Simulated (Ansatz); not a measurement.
Geometry optimisation, RKS PBE0-D4/def2-SVP (Ansatz 0.2.0).

Input:

```yaml
crystal:
  periodic: [false, false, false]
  atoms:
    - { symbol: O, position_ang: [0.1542, -1.036, 1.2172] }
    - { symbol: C, position_ang: [-0.6877, -0.3866, 0.1556] }
    - { symbol: C, position_ang: [-0.1689, -0.0514, -1.1597] }
    - { symbol: F, position_ang: [1.2164, -0.2402, -1.5219] }
    - { symbol: C, position_ang: [-0.4637, 0.9495, -0.3593] }
    - { symbol: Cl, position_ang: [0.6735, 2.0531, 0.3077] }
    - { symbol: H, position_ang: [1.0518, -0.6646, 1.1851] }
    - { symbol: H, position_ang: [-1.6835, -0.681, 0.1194] }
basis:
  gaussian: { orbitals: def2-SVP }
hamiltonian:
  xc: pbe0
  dispersion: d4
relax:
  f_tol: 0.02
  max_steps: 50
```

Run as:

```bash
$ ansatz run input.yaml --threads 2 --pin off --max-ram 3072MiB --backend cpu --events-out ev --progress --plain --runs-dir out
```

Q: Where does it end, and by what steps?

A: The forces met the threshold. After 11 steps the energy has fallen by 1.996 eV; Cl6 moved furthest, 0.73 Å.

| step | energy less start (eV) | largest force component (eV/Å) | accepted |
| --- | --- | --- | --- |
| 0 | 0.0000 | 5.294 | yes |
| 1 | -1.0024 | 3.326 | yes |
| 2 | -1.4728 | 1.528 | yes |
| 3 | -1.6753 | 1.248 | yes |
| 4 | -1.8159 | 1.237 | yes |
| 5 | -1.9024 | 1.241 | yes |
| 6 | -1.8331 | 1.365 | no |
| 7 | -1.9823 | 0.474 | yes |
| 8 | -1.9940 | 0.137 | yes |
| 9 | -1.9843 | 0.675 | no |
| 10 | -1.9955 | 0.035 | yes |
| 11 | -1.9958 | 0.019 | yes |

```xyz
8
Properties=species:S:1:pos:R:3
O -0.048 -1.141 1.260
C -0.521 -0.396 0.199
C 0.289 -0.035 -0.984
F 0.858 -0.460 -2.079
C 0.043 0.957 -0.175
Cl 0.175 2.583 0.258
H 0.899 -0.979 1.355
H -1.602 -0.587 0.111
```

Whether the end is a true minimum wasn't checked by a vibrational analysis.

The run took 17 s on 2 threads of Intel(R) Xeon(R) 6975P-C (Granite Rapids), on a shared host, peak memory 0.23 GiB.
